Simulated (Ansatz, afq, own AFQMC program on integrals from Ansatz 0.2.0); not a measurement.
**MgSi, singlet → MgSi, triplet**

```
atom   x (Å)   y (Å)   z (Å)
  Si  0.0000  0.0000  0.0000
  Mg  0.0000  0.0000  2.5324
```

E(triplet, charge +0) − E(singlet, charge +0) at this geometry, on RHF and UHF determinants.

Basis cc-pVDZ. Only valence electrons are correlated. Ansatz 0.2.0 and our own AFQMC program on the same integrals; the CISD trial comes from CCSD amplitudes, and released means the phaseless constraint is let go. ± is one standard error of the sampling. The errors of all members are added in quadrature.

Full CI on the same integrals is exact in this basis and with this determinant's frozen core.

Errors are counted within cc-pVDZ, not against nature.

Cautions: MgSi (singlet): another spin lies lower, restricted determinant unstable towards unrestricted (UHF 1.47 eV lower, ⟨S²⟩ 1.69), strong correlation (T1 0.036, weight of the determinant 0.80, largest double 0.20), the CCSDT(Q) amplitudes may be one of several solutions (largest double 0.66), the CCSDTQ amplitudes may be one of several solutions (largest double 0.86), the ph-AFQMC/CISD walk drifts between its halves (2.9 errors), the released energy hasn't reached full CI (108 meV above it at 2.40 1/Eh), so no released level is given (meV from the phaseless value at times in 1/Eh: -6 ± 11 at 0.24, -7 ± 12 at 0.51, -26 ± 11 at 0.99, -53 ± 10 at 1.62, -58 ± 16 at 2.40), the determinant fills πx and πy unequally, so it mixes two states of the linear molecule, and each level undoes that mixture to a different degree, while full CI gives the lower state, CCSDTQ on the UHF determinant differs (850 meV lower), perhaps since the unrestricted series falls towards higher spin, its ph-AFQMC/CISD value lies 166 ± 10 meV above full CI; MgSi (triplet): strong correlation (T1 0.084, weight of the determinant 0.80, largest double 0.18), unrestricted determinant spin contaminated (⟨S²⟩ 2.72 against 2.00); core correlation is missing, and it shifts such a gap most where an s electron is promoted.

| level | vertical spin gap (eV) |
| --- | --- |
| HF | -2.017 |
| CCSD | -1.051 |

Q: From these cheaper values, estimate the vertical spin gap at the reference level in cc-pVDZ.

A: -0.845 eV (full CI in cc-pVDZ).

| level | vertical spin gap (eV) | error against FCI (eV) |
| --- | --- | --- |
| MP2 | -1.140 | -0.295 |
| CCSD(T) | -0.970 | -0.125 |
| CCSDT | -0.909 | -0.064 |
| CCSDT(Q) | -0.849 | -0.004 |
| ph-AFQMC/HF | -1.105 ± 0.048 | -0.259 ± 0.048 |
| ph-AFQMC/CISD | -0.999 ± 0.013 | -0.153 ± 0.013 |

Correlation beyond CCSD(T) adds 0.125 eV. The perturbative (T) step is worth +0.081 eV. Where a determinant mixes two states, these steps and errors hold in part the undoing of that mixture, and only full CI is sure.

CCSDT and higher add their correlation energy to the determinant of the CCSD(T) run, since their own runs factorise the integrals more tightly (a shift of under 2 meV).
